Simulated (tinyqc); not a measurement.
ROHF in the sto-3g basis, for LiH, spin multiplicity 3, step by step. This run ends on a higher stationary point, not on the lowest solution. One step of it, computed by the program tinyqc.

Task: Iteration 3: building the Fock matrix. J_ij = sum D_kl (ij|kl) with D = D(alpha) + D(beta), K_ij = sum D_kl (ik|jl) for each spin; F = H + J - K(s); E = tr D H + tr D J / 2 - 0.5 sum_s tr D(s) K(s) + E_nn.

D(alpha) after iteration 2, lower triangle:
```
            1Li 1s    1Li 2s   1Li 2px   1Li 2py   1Li 2pz     2H 1s
1Li 1s    0.988149
1Li 2s    0.021596  0.033455
1Li 2px   0.000000  0.000000  0.996748
1Li 2py   0.000000  0.000000  0.056933  0.003252
1Li 2pz  -0.012491  0.031198  0.000000  0.000000  0.030187
2H 1s    -0.073000  0.152080  0.000000  0.000000  0.147555  0.721400
```

D(beta) after iteration 2, lower triangle:
```
            1Li 1s     1Li 2s   1Li 2px   1Li 2py    1Li 2pz     2H 1s
1Li 1s    0.981740
1Li 2s    0.035948   0.001316
1Li 2px   0.000000   0.000000  0.000000
1Li 2py   0.000000   0.000000  0.000000  0.000000
1Li 2pz   0.001417   0.000052  0.000000  0.000000   0.000002
2H 1s    -0.005007  -0.000183  0.000000  0.000000  -0.000007  0.000026
```

core Hamiltonian H = T + V (hartree), lower triangle:
```
            1Li 1s     1Li 2s    1Li 2px    1Li 2py    1Li 2pz      2H 1s
1Li 1s   -4.675808
1Li 2s   -1.049618  -1.358102
1Li 2px   0.000000   0.000000  -1.104618
1Li 2py   0.000000   0.000000   0.000000  -1.104618
1Li 2pz  -0.010711  -0.101172   0.000000   0.000000  -1.183764
2H 1s    -0.135084  -0.492688   0.000000   0.000000  -0.651821  -1.275351
```

Two-electron integrals (ij|kl) in chemists' order, unique and non-zero (hartree):
```
(11|11) 1.680395   (21|11) 0.265420   (21|21) 0.049941   (22|11) 0.397727
(22|21) 0.092860   (22|22) 0.290562   (31|31) 0.008981   (32|31) 0.013788
(32|32) 0.064184   (33|11) 0.396640   (33|21) 0.092880   (33|22) 0.290497
(33|33) 0.312946   (41|41) 0.008981   (42|41) 0.013788   (42|42) 0.064184
(43|43) 0.016869   (44|11) 0.396640   (44|21) 0.092880   (44|22) 0.290497
(44|33) 0.279207   (44|44) 0.312946   (51|51) 0.008981   (52|51) 0.013788
(52|52) 0.064184   (53|53) 0.016869   (54|54) 0.016869   (55|11) 0.396640
(55|21) 0.092880   (55|22) 0.290497   (55|33) 0.279207   (55|44) 0.279207
(55|55) 0.312946   (61|11) 0.031895   (61|21) 0.006049   (61|22) 0.011520
(61|33) 0.011385   (61|44) 0.011385   (61|51) 0.000750   (61|52) 0.001462
(61|55) 0.011795   (61|61) 0.000807   (62|11) 0.101177   (62|21) 0.024033
(62|22) 0.083025   (62|33) 0.078368   (62|44) 0.078368   (62|51) 0.003797
(62|52) 0.025735   (62|55) 0.092261   (62|61) 0.003512   (62|62) 0.043581
(63|31) 0.001623   (63|32) 0.008274   (63|53) 0.003651   (63|63) 0.002605
(64|41) 0.001623   (64|42) 0.008274   (64|54) 0.003651   (64|64) 0.002605
(65|11) 0.133562   (65|21) 0.031976   (65|22) 0.113965   (65|33) 0.106122
(65|44) 0.106122   (65|51) 0.005848   (65|52) 0.039606   (65|55) 0.129539
(65|61) 0.004804   (65|62) 0.064686   (65|65) 0.096847   (66|11) 0.269515
(66|21) 0.064915   (66|22) 0.247874   (66|33) 0.226376   (66|44) 0.226376
(66|51) 0.010546   (66|52) 0.092019   (66|55) 0.290755   (66|61) 0.009696
(66|62) 0.167745   (66|65) 0.256907   (66|66) 0.774606
```

nuclear repulsion = 0.80913947 hartree

Give: Coulomb J; exchange K(alpha); exchange K(beta); F(alpha); F(beta); total energy of this density.

Result:

Coulomb J (hartree), lower triangle:
```
         1Li 1s  1Li 2s  1Li 2px  1Li 2py  1Li 2pz  2H 1s
1Li 1s    4.023
1Li 2s    0.690   1.339
1Li 2px   0.000   0.000    1.340
1Li 2py   0.000   0.000    0.002    1.307
1Li 2pz   0.011   0.089    0.000    0.000    1.365
2H 1s     0.085   0.440    0.000    0.000    0.616  1.472
```

exchange K(alpha) (hartree), lower triangle:
```
         1Li 1s  1Li 2s  1Li 2px  1Li 2py  1Li 2pz  2H 1s
1Li 1s    1.681
1Li 2s    0.290   0.190
1Li 2px   0.000   0.000    0.329
1Li 2py   0.000   0.000    0.017    0.035
1Li 2pz   0.000   0.094    0.000    0.000    0.157
2H 1s     0.036   0.206    0.000    0.000    0.278  0.696
```

exchange K(beta) (hartree), lower triangle:
```
         1Li 1s  1Li 2s  1Li 2px  1Li 2py  1Li 2pz  2H 1s
1Li 1s    1.669
1Li 2s    0.276   0.056
1Li 2px   0.000   0.000    0.010
1Li 2py   0.000   0.000    0.000    0.010
1Li 2pz   0.000   0.000    0.000    0.000    0.010
2H 1s     0.034   0.007    0.000    0.000    0.001  0.001
```

F(alpha) (hartree), lower triangle:
```
         1Li 1s  1Li 2s  1Li 2px  1Li 2py  1Li 2pz   2H 1s
1Li 1s   -2.334
1Li 2s   -0.650  -0.209
1Li 2px   0.000   0.000   -0.094
1Li 2py   0.000   0.000   -0.015    0.167
1Li 2pz   0.001  -0.106    0.000    0.000    0.024
2H 1s    -0.086  -0.259    0.000    0.000   -0.314  -0.500
```

F(beta) (hartree), lower triangle:
```
         1Li 1s  1Li 2s  1Li 2px  1Li 2py  1Li 2pz  2H 1s
1Li 1s   -2.322
1Li 2s   -0.636  -0.075
1Li 2px   0.000   0.000    0.226
1Li 2py   0.000   0.000    0.002    0.192
1Li 2pz   0.000  -0.012    0.000    0.000    0.171
2H 1s    -0.084  -0.059    0.000    0.000   -0.037  0.195
```

total energy of this density = -7.71671 hartree
